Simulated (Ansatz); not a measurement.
# P₃ (doublet): wave-function methods side by side, def2-TZVPP

One table from this session's results is given with a row withheld; the runs are named, their logs left out.

Method: def2-TZVPP, core rule «outside noble gas», up to 15 orbitals frozen; program: Ansatz 0.2.0, Gaussian basis.

The runs, in order: UHF; ROHF; CCSD(T) on UHF.

**The geometry**

The geometry is a PBE0/def2-TZVP stationary point (not a proven minimum) of the parent state, kept for this charge and spin.

3 atoms, charge 0, spin multiplicity 2.

Atoms are counted from 1 here; the program's logs count them from 0.

Bond lengths: P1–P2 2.056 Å, P2–P3 2.056 Å. Angles: P1–P2–P3 107.7°.

The first run:

Contents of in.yaml:

```yaml
crystal:
  periodic: [false, false, false]
  atoms:
    - {symbol: P, position_ang: [0.000000, -0.404315, 1.659704]}
    - {symbol: P, position_ang: [0.000000, 0.808631, 0.000000]}
    - {symbol: P, position_ang: [0.000000, -0.404315, -1.659704]}
basis:
  gaussian: {orbitals: def2-TZVPP}
magnetization: {spin_polarized: true, initial_magnetization: 1}
hamiltonian: {xc: hf}
output: {orbitals: {seedname: orbitals}}
```

Run with:

```console
> ansatz run in.yaml --threads 1 --pin off --events-out ev --progress --plain --max-ram 4096MiB --backend cpu
```

Among the steps run: UHF; ROHF; CCSD(T) on UHF.

One table of the session follows, with a row left open; its other results are not shown here.

```
  method  from UCCSD(T) (meV)
    ROHF             +13143.8
     UHF             +11389.5
    UMP2                    ?
   UCCSD               +725.0
UCCSD(T)                    0
```

**Question.** Estimate the row for UMP2.

**Answer.** from UCCSD(T) (meV): +2258.4. In the column «from UCCSD(T) (meV)» it lies between UCCSD (+725.0) and UHF (+11389.5).

The program flags UCCSD(T) as in doubt (see the logs), so the zero of the table is itself unsure.

Limits of these values: The determinant is far from a pure spin state, so its energy mixes those of several spin states (harmless only where they are near-degenerate, as at dissociation). The program flags UCCSD(T) as in doubt, so the zero of the table is itself unsure.
